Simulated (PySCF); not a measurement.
Gas-phase reaction: 4 Al(CH₃)₃ = 4 AlH(CH₃)₂ + C₄H₈ (cyclic)

Method: PySCF energies plus ideal-gas RRHO corrections (1 bar). † marks an energy on the PBE0/def2-TZVP geometry and frequencies. CCSD(T) freezes the core. All species are closed-shell singlets. AlH(CH₃)₂: computed as isolated molecules; such fragments, hydroxides, amides, oligomers or adducts are transient or little studied in the gas. CCSD(T) isn't extrapolated to the basis-set limit.

ωB97M-V/def2-TZVP† gives ΔH°(298 K) = 276 kJ.

What do BLYP/def2-TZVP†, r2SCAN/def2-TZVP†, CCSD(T)/def2-SVP† give?

BLYP/def2-TZVP†: 268 kJ; r2SCAN/def2-TZVP†: 292 kJ; CCSD(T)/def2-SVP†: 224 kJ. For scale, ΔH°(298 K) is 276 kJ at this level, 261 kJ at ωB97X-V/def2-TZVP†, and runs from 209 to 300 kJ over the 18 levels computed.
